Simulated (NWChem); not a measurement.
System: silicon monoxide (SiO, singlet); SMILES O=[Si]

```xyz
2

Si     0.0000     0.0000     0.5486
O      0.0000     0.0000    -0.9601
```
Atoms are numbered in this order, from 1.

Program: NWChem. Low-valent species are run as closed-shell singlets; no triplet was tried in these runs. All runs use the structure optimised with PBE0-D3(BJ)/def2-TZVP.

**Question.** Estimate the computed values for TPSS/pcseg-1. Quantities: highest occupied level (eV); orbital gap (eV); dipole (D).

**Answer.** The highest occupied level (eV) comes out as -7.57 and the orbital gap (eV) comes out as 4.95. The dipole (D) comes out as 2.59.
